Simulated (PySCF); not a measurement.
## Identify the compound

Molecular formula: C₂H₆O₃S. Simulated spectra:

1H NMR (500 MHz, computed): δ 4.59 (br s, 1H), 2.81 (q, 2H), 1.40 (t, 3H).

13C{1H} NMR (computed): δ 51.3 (CH2), 11.0 (CH3).

- PBE0-D3(BJ)/def2-TZVP geometry
- B97-2/pcSseg-2 with gauge-including orbitals
- code: PySCF 2.14.0 with density-fitted response routines
- fast rotation and ring inversion assumed for equivalent nuclei, gas phase, non-relativistic Hamiltonian, a single conformation

Scale: 1H, 13C vs TMS (reference shieldings calculated alike).

Problem. Propose a structure and justify it.

Solution. 
1. The formula gives 0 degrees of unsaturation.
2. 2 carbon signals for 2 carbons: no two carbons are equivalent.
3. Carbon types of the structure: 1 × CH2, 1 × CH3, leaving 1 H on heteroatoms.
4. δC 51.3: sp3 CH2 bonded to S.
5. δC 11.0: methyl carbon; a saturated carbon with 1 carbon neighbour and no heteroatom attached.
6. δH 4.59: hydrogen on an oxygen bonded to S; labile proton, position sensitive to the medium.
7. δH 2.81: hydrogen on an sp3 CH2 bonded to S.
8. δH 1.40: hydrogen on a methyl carbon.

Structure: SMILES CCS(=O)(=O)O.

The data come from this structure; uniqueness wasn't tested.

Exchangeable OH/NH protons stand at their gas-phase positions; hydrogen bonding in a real sample shifts them, mostly to higher δ. Shifts are as computed. Against solution values, carbons near 30 ppm lie about +3 ppm off and those near 130 ppm about +7 ppm. Of 1211 compounds with measured shifts, 218 miss one by over three times the rms of a fit or turn the order of signals round; such compounds aren't used in these exercises. No couplings were computed; multiplicities are counted from neighbouring protons, with m where these are inequivalent, close in shift, in a saturated or five-membered ring or joined by F or P, and br s for small geminal =CH2 splittings.
